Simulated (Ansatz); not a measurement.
Results of BLYP (PAW; Ansatz, a program for electronic structure) for bcc Na.

Numerical settings: plane-wave cutoff 520 eV, 18×18×18 k mesh, Fermi–Dirac smearing 0.05 eV, scalar-relativistic PAW data made under PBE.

Energies at three volumes about the minimum:

```csv
V (Å³/atom),E − E_lowest (meV/atom)
36.475,0.35
37.219,0.00
37.964,0.32
```

Q: Fit a parabola by hand: where is the minimum, what lattice constant follows, and what is the bulk modulus?

A: Slopes: (0.00 − 0.35)/(37.219 − 36.475) = -0.470 and (0.32 − 0.00)/(37.964 − 37.219) = 0.430 meV/Å³. Curvature E″ = 2 × (0.430 − (-0.470))/(37.964 − 36.475) = 1.209 meV/Å⁶. From the middle of the first interval, the slope vanishes at V0 = 36.8470 − (-0.470)/1.209 = 37.236 Å³/atom. B = V0 E″ = 37.236 × 1.209 meV/Å³ × 0.1602 GPa per meV/Å³ = 7.21 GPa. With 2 atoms in the cube, a = (2 × 37.236)^(1/3) = 4.207 Å. The full Birch–Murnaghan fit to all volumes gives V0 = 37.220 Å³/atom and B0 = 7.22 GPa.

Measured, for comparison: bulk modulus 7.9 GPa (0 K value with the zero-point phonon effect removed, our sources range from 7.63 to 7.91; as tabulated in Mejia-Rodriguez and Trickey (2018), arXiv:1807.09216); lattice constant a 4.214 Å (static lattice: zero-point anharmonic expansion removed, our sources range from 4.207 to 4.214; as tabulated in Mejia-Rodriguez and Trickey (2018), arXiv:1807.09216). Computed (rounded) less measured: bulk modulus -9 % (-5 % to -9 % over the range).
